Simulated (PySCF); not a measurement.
C7H5N.
Atom-mapped SMILES: `[N:1]#[C:2][c:3]1[cH:4][cH:5][cH:6][cH:7][cH:8]1` (hydrogens: H9 on C4; H10 on C5; H11 on C6; H12 on C7; H13 on C8)

The same species was optimised twice, with GFN2-xTB and with PBE0-D3(BJ)/def2-SVP (PySCF), and the same property calculations (PySCF, gas phase) were run on both structures.

```tsv
coordinate	GFN2-xTB	PBE0-D3(BJ)/def2-SVP	change
C2–C3 (Å)	1.414	1.433	+0.019
N1≡C2 (Å)	1.146	1.159	+0.013
C4–C5 (Å)	1.382	1.391	+0.009
C7–C8 (Å)	1.382	1.391	+0.009
C5–C6 (Å)	1.386	1.395	+0.009
C6–C7 (Å)	1.386	1.395	+0.009
C3–C4 (Å)	1.395	1.403	+0.008
C3–C8 (Å)	1.395	1.403	+0.008
C4–C3–C8 (°)	120.3	120.1	-0.2
C2–C3–C8 (°)	119.9	120.0	+0.1
C3–C4–C5 (°)	119.6	119.7	+0.1
C3–C8–C7 (°)	119.6	119.7	+0.1
C5–C6–C7 (°)	120.3	120.2	-0.1
N1–C2–C3 (°)	179.9	180.0	+0.1
C6–C7–C8 (°)	120.2	120.2	0.0
C2–C3–C4 (°)	119.9	119.9	0.0
```

Rotational constants: A = 5726, B = 1576, C = 1236 MHz (GFN2-xTB) against A = 5659, B = 1546, C = 1214 MHz (PBE0-D3(BJ)/def2-SVP). Point groups within 0.08 Å: C2v and C2v.

On the GFN2-xTB structure: HOMO (eV) -7.88 [PBE0/pcSseg-1]; LUMO (eV) -1.60 [PBE0/pcSseg-1]; dipole (D) 4.60 [PBE0/pcSseg-1]; GIAO shielding of N1 (ppm) -48.7 [PBE0/pcSseg-1]; GIAO shielding of C2 (ppm) 62.4 [PBE0/pcSseg-1]; GIAO shielding of C3 (ppm) 69.1 [PBE0/pcSseg-1]; GIAO shielding of C4/C8 (mean) (ppm) 47.0 [PBE0/pcSseg-1]; GIAO shielding of C5/C7 (mean) (ppm) 52.4 [PBE0/pcSseg-1]; GIAO shielding of C6 (ppm) 49.2 [PBE0/pcSseg-1].

Question: What do these properties become on the PBE0-D3(BJ)/def2-SVP structure?

Answer: 
```csv
property,level,on GFN2-xTB,on PBE0-D3(BJ)/def2-SVP,change
HOMO (eV),PBE0/pcSseg-1,-7.88,-7.87,+0.01
LUMO (eV),PBE0/pcSseg-1,-1.60,-1.65,-0.05
dipole (D),PBE0/pcSseg-1,4.60,4.63,+0.03
"energy, GFN2-xTB geometry as zero (kcal/mol)",PBE0/pcSseg-1,0.0,-0.2,-0.2
GIAO shielding of N1 (ppm),PBE0/pcSseg-1,-48.7,-54.5,-5.8
GIAO shielding of C2 (ppm),PBE0/pcSseg-1,62.4,60.2,-2.2
GIAO shielding of C3 (ppm),PBE0/pcSseg-1,69.1,66.1,-3.0
GIAO shielding of C4/C8 (mean) (ppm),PBE0/pcSseg-1,47.0,44.9,-2.1
GIAO shielding of C5/C7 (mean) (ppm),PBE0/pcSseg-1,52.4,50.1,-2.3
GIAO shielding of C6 (ppm),PBE0/pcSseg-1,49.2,46.9,-2.3
```

The heavy atoms differ by 0.017 Å rms after alignment. Among bonds between heavy atoms C2–C3 changes most (+0.019 Å). Changes are differences of the printed values. Neither structure is proved a minimum here.
